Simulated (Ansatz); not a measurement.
hcp Cd, treated with LDA in Ansatz (plane waves, PAW).

Run with plane-wave cutoff 520 eV, 18×18×8 k mesh (along the axes of the cell as run), Fermi–Dirac smearing 0.1 eV, perturbation theory, scalar-relativistic PAW data made under PBE.

The cell has the measured lattice parameters. Conventional cell: a = 2.9789 Å, b = 2.9789 Å, c = 5.6166 Å, α = 90.00°, β = 90.00°, γ = 120.00°.

```
CELL_PARAMETERS angstrom
      2.97890     0.00000     0.00000
     -1.48945     2.57980     0.00000
      0.00000     0.00000     5.61660
ATOMIC_POSITIONS crystal
  Cd 0.66667 0.33333 0.75000
  Cd 0.33333 0.66667 0.25000
```

Harmonic phonon frequencies (cm⁻¹; i marks an imaginary mode):

| q point | frequencies |
|---|---|
| Γ | ___ |
| M | 33 35 64 65 130 136 |
| K | 25 25 101 108 108 112 |
| A | 26 26 26 26 54 54 |

Task: Some entries are withheld; supply them.

Result: 
- Γ, frequencies: 0 0 0 30 30 80

No imaginary mode appears at these points.

Note: the cell isn't this level's own, so it is under some stress, which shifts stiffness and frequencies.

Ansatz is a quantum-chemistry and plane-wave program.
